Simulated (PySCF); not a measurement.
# Frontier orbitals and the lowest excitations

Compound: Si(SH)2H2.
Cartesian coordinates in Å at the PBE0-D3(BJ)/def2-SVP level; atoms count from 1:
```
atom  x, y, z in Å
Si1   -0.5123    0.0123   -0.3600
S2    -0.5846   -0.0273    1.7816
H3     0.1771    1.0786    1.9354
S4     1.4810    0.0090   -1.1449
H5     1.8466   -1.1290   -0.5141
H6    -1.1122    1.2466   -0.9391
H7    -1.2955   -1.1901   -0.7590
```

Level of theory: PySCF, TDDFT CAM-B3LYP/def2-SVPD, vertical, gas phase, core orbitals frozen in the response.

Frontier orbitals with the atoms that hold most of them (Löwdin shares over 4%, at most four atoms; ? is withheld):

```json
{"orbital": "LUMO+2", "ε (eV)": "0.89", "atoms": "S2 28%, S4 28%, Si1 14%, H3 8%"}
{"orbital": "LUMO+1", "ε (eV)": "0.70", "atoms": "S4 33%, S2 32%, Si1 20%, H7 6%"}
{"orbital": "LUMO", "ε (eV)": "?", "atoms": "S4 26%, S2 26%, Si1 19%, H5 10%"}
{"orbital": "HOMO", "ε (eV)": "-8.79", "atoms": "?"}
{"orbital": "HOMO-1", "ε (eV)": "-9.26", "atoms": "?"}
{"orbital": "HOMO-2", "ε (eV)": "-10.71", "atoms": "S4 34%, S2 34%, Si1 17%, H7 4%"}
{"orbital": "HOMO-3", "ε (eV)": "-11.58", "atoms": "S2 27%, Si1 27%, S4 26%, H7 8%"}
```

Task: Give the leading atoms of the HOMO-1.

Result: S4 (bonded to Si and H) 39%; S2 (bonded to Si and H) 39%; Si1 (bonded to 2 S and 2 H) 12%. By element: sulfur 78%, silicon 12%.

Task: Give the leading atoms of the HOMO.

Result: S2 (bonded to Si and H) 43%; S4 (bonded to Si and H) 42%; Si1 (bonded to 2 S and 2 H) 7%. By element: sulfur 85%, silicon 7%.

Task: What is the LUMO energy, and the HOMO–LUMO gap?

Result: ε(LUMO) = 0.61 eV; the gap is 9.40 eV (0.3455 hartree).

Task: The HOMO–LUMO gap is 9.40 eV. Where does the response calculation put the lowest singlet, and from which orbitals?

Result: S1 is at 5.87 eV (f = 0.0013), 3.53 eV below the gap, made of HOMO→LUMO (57%), HOMO→LUMO+1 (25%). 

Next come S2 at 6.14 eV (f 0.0005), HOMO-1→LUMO (44%), HOMO→LUMO+2 (17%), HOMO-1→LUMO+1 (17%); S3 at 6.30 eV (f 0.080), HOMO→LUMO+1 (57%), HOMO→LUMO (23%), HOMO-1→LUMO+2 (15%); S4 at 6.50 eV (f 0.038), HOMO-1→LUMO+1 (49%), HOMO→LUMO+2 (42%); S5 at 6.93 eV (f 0.0000), HOMO→LUMO+2 (31%), HOMO-1→LUMO (27%), HOMO-1→LUMO+1 (21%).

Löwdin shares depend on the basis, the more so with diffuse functions.

On one thread, Arm Neoverse V2, shared host, this took 5.4 s of wall time.

One conformer stands for the species.
